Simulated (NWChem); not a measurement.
System: disulfur (S2, triplet); SMILES S=S

```xyz
2

S      0.0000     0.0000     0.9634
S      0.0000     0.0000    -0.9634
```
Atoms are numbered in this order, from 1.

Structure relaxed at the B3LYP/6-31G* (spherical d), spin-unrestricted level. No stability test was run on the SCF state.

Problem. List the 6 lowest vertical excitations from PBE/aug-cc-pVDZ, spin-unrestricted, TDA (NWChem).

Solution. 
```csv
state,energy (eV),oscillator strength,<S²>
state 1,3.44,0.000,2.00
state 2,3.44,0.000,2.00
state 3,3.59,0.000,2.00
state 4,4.43,0.003,2.00
state 5,4.43,0.003,2.00
state 6,4.79,0.000,2.01
```
